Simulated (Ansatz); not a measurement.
System: AlF3, net charge 0, singlet state. 
Structure (B3LYP-D3(BJ)/def2-TZVP (Ansatz, an electronic-structure program) minimum search):
SMILES: [F][Al]([F])[F]
```xyz
4

Al     0.0000     0.0000     0.0000
F     -0.0003     1.6340     0.0254
F      1.4150    -0.8162    -0.0451
F     -1.4147    -0.8178     0.0197
```

Computed values are from Ansatz. Correlated levels leave the core frozen unless marked. Open shells are spin-unrestricted. Spin-orbit coupling is left out. Non-relativistic. CBS(X,Y): correlation extrapolated as X^-3; Hartree-Fock from the larger set. The bracket is a focal-point correction in the basis named.

```
Property                                                                                                                                            Value
-------------------------------------------------------------------  ------------------------------------------------------------------------------------
atomisation energy De                                                                              430.9 kcal/mol at CCSD(T)/CBS(cc-pV(T+d)Z,cc-pV(Q+d)Z)
vertical electron affinity (to the doublet; negative means unbound)  0.09 eV at RI-MP2/CBS(aug-cc-pV(T+d)Z,aug-cc-pV(Q+d)Z)+[CCSD(T)-MP2]/aug-cc-pV(T+d)Z
total energy                                                                                         -541.6194 Eh at CCSD(T)/CBS(cc-pV(T+d)Z,cc-pV(Q+d)Z)
dipole moment                                                                                                           0.00 D at CCSD(T)/aug-cc-pV(D+d)Z
T1 diagnostic                                                                                                                   0.012 at CCSD/cc-pV(Q+d)Z
measured enthalpy of formation, 298 K                                       -289.0 kcal/mol (G2/97 table in ASE (Curtiss et al.); older table, unchecked)
```
